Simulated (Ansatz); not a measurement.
## Relaxing a trial structure of C2H5Mg−

The starting geometry of this gas-phase singlet was optimised with GFN2-xTB.

| atom | x (Å) | y (Å) | z (Å) |
| --- | --- | --- | --- |
| C | -0.4340 | 1.9092 | -2.5105 |
| C | 0.6799 | 1.0925 | -2.3160 |
| Mg | 1.0712 | -0.4702 | -0.6455 |
| H | -1.3215 | 1.5066 | -2.9898 |
| H | -0.6189 | 2.7370 | -1.8316 |
| H | 1.5946 | 1.5882 | -1.9916 |
| H | 0.8839 | 0.3725 | -3.1131 |
| H | 3.4602 | -0.4713 | -0.8062 |

**Question.** Predict what becomes of its bonds when it is optimised with PBE0-D3(BJ)/def2-SVPD.

**Answer.** It falls apart into C2H4 + HMg (formulas without charges). Distances that change by over a tenth: Mg3–H8 (2.39 → 1.91 Å). Contacts that open: C2–Mg3 (2.32 → 3.91 Å).

The energy falls by 0.91 eV over 22 steps:

| step | E − E(last) (eV) |
| --- | --- |
| 1 | 0.906 |
| 3 | 0.278 |
| 6 | 0.066 |
| 8 | 0.031 |
| 10 | 0.018 |
| 13 | 0.004 |
| 15 | 0.001 |
| 17 | 0.000 |
| 20 | 0.000 |
| 22 | 0.000 |

Final geometry (Å):

```xyz
8

C    -0.3841    2.0745   -2.5966
C     0.4009    0.9975   -2.5669
Mg    2.3415   -1.3460   -0.1105
H    -1.2325    2.1566   -3.2824
H    -0.2100    2.9197   -1.9247
H     1.2565    0.9119   -1.8820
H     0.2184    0.1515   -3.2355
H     2.9246    0.3988   -0.6056
```

No frequencies were run, so the end isn't proven a minimum. Run with Ansatz 0.2.0, 23 s on 2 threads of Arm Neoverse V2, with other jobs on the host.
